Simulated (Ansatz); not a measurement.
in.yaml

```yaml
crystal:
  periodic: [false, false, false]
  atoms:
    - {symbol: H, position_ang: [0.000000, 0.000000, -1.157333]}
    - {symbol: H, position_ang: [0.000000, 0.000000, -0.096333]}
    - {symbol: Cl, position_ang: [0.000000, 0.000000, 1.253667]}
basis:
  gaussian: {orbitals: 6-31G}
magnetization: {spin_polarized: false, initial_magnetization: 1}
correlation: {method: ccsdtq, electrons: outside_noble_gas}
```

```sh
$ ansatz run in.yaml --threads 1 --pin off --events-out ev --progress --plain --max-ram 2393MiB
```

Log:

```
315 factors; integrals over basis functions are off by at most 7.1e-8 eV
mean field evaluation 1: about -12530.5556 eV, gradient 1.1e1 eV
mean field evaluation 2: about -12530.5571 eV, gradient 1.1e1 eV
mean field evaluation 4: about -12531.2018 eV, gradient 1.5e0 eV
mean field evaluation 8: about -12531.2375 eV, gradient 2.2e-4 eV
mean field evaluation 16: about -12531.2359 eV, gradient 1.4e-1 eV
mean field evaluation 32: about -12528.3971 eV, gradient 2.0e-2 eV
mean field evaluation 64: about -12531.2386 eV, gradient 2.8e-2 eV
mean field -12531.23752526 eV, -460.5144850753 hartree, gradient 2.9e-6 eV, S^2 0.750000; 3 other end points of the search recorded, 0 dependent functions left out
mean field evaluation 96: about -12531.3956 eV, gradient 1.5e-4 eV
determinant -12531.23752526 eV, -460.5144850753 hartree, with singles and doubles -12533.07227214 eV, -460.5819107797 hartree
determinant -12528.39605580 eV, -460.4100629987 hartree, with singles and doubles -12529.96481984 eV, -460.4677140139 hartree
5 core orbitals not correlated: weight in the atoms' cores, before any rotation towards them, 1.000 or more for the frozen orbitals, at most 0.000 for the correlated occupied ones
reference -12531.23752526 eV, -460.5144850753 hartree; 5, 4 occupied and 7, 8 virtual orbitals, 315 factors
second order -1.43378985 eV of doubles, -0.07034884 eV of singles
cycle   1  -1.71566295 eV  change   -2.1e-1 eV  update   4.4e-2
cycle   2  -1.83013179 eV  change   -1.1e-1 eV  update   2.0e-2
cycle   3  -1.85357301 eV  change   -2.3e-2 eV  update   9.9e-3
cycle   4  -1.85559196 eV  change   -2.0e-3 eV  update   4.6e-3
cycle   5  -1.85567095 eV  change   -7.9e-5 eV  update   1.5e-3
cycle   6  -1.85591946 eV  change   -2.5e-4 eV  update   3.7e-4
cycle   7  -1.85604252 eV  change   -1.2e-4 eV  update   1.1e-4
cycle   8  -1.85609012 eV  change   -4.8e-5 eV  update   4.1e-5
cycle   9  -1.85609470 eV  change   -4.6e-6 eV  update   1.2e-5
cycle  10  -1.85609449 eV  change    2.2e-7 eV  update   3.7e-6
cycle  11  -1.85609513 eV  change   -6.4e-7 eV  update   1.2e-6
cycle  12  -1.85609509 eV  change    4.3e-8 eV  update   4.8e-7
Total energy: -12533.09362035 eV, -460.5826953118 hartree
```

For the same geometry and basis full CI lies 0.1 meV lower.

Ran on 1 thread of Intel Xeon Platinum 8488C, shared host: 19 s wall, 0.27 GiB peak host memory.
